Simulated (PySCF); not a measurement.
# How methods differ on the ionisation energy of P

P [Ne] 3s2 3p3 (4S) → P⁺ [Ne] 3s2 3p2 (3P), as a difference of total energies. All numbers are calculated (PySCF 2.14, the non-relativistic Hamiltonian (point nucleus), in pcseg-2 (5s4p2d1f, 34 functions)). Correlated levels: valence: [Ne] frozen. The calculations carry no spin-orbit coupling.

```csv
method,ionisation energy (eV),error (eV)
UHF,9.927,-0.599
LDA,10.587,+0.061
BP86,10.541,+0.015
MP2 (valence),10.364,-0.162
SCS-MP2 (valence),10.219,-0.307
CCSD (valence),10.292,-0.234
CCSD(T) (valence),10.316,-0.210
```

Reference: 10.526 eV (measured; NIST levels, between the centres of gravity of the two terms).

Errors of the correlated levels include the incompleteness of this basis and the frozen core.
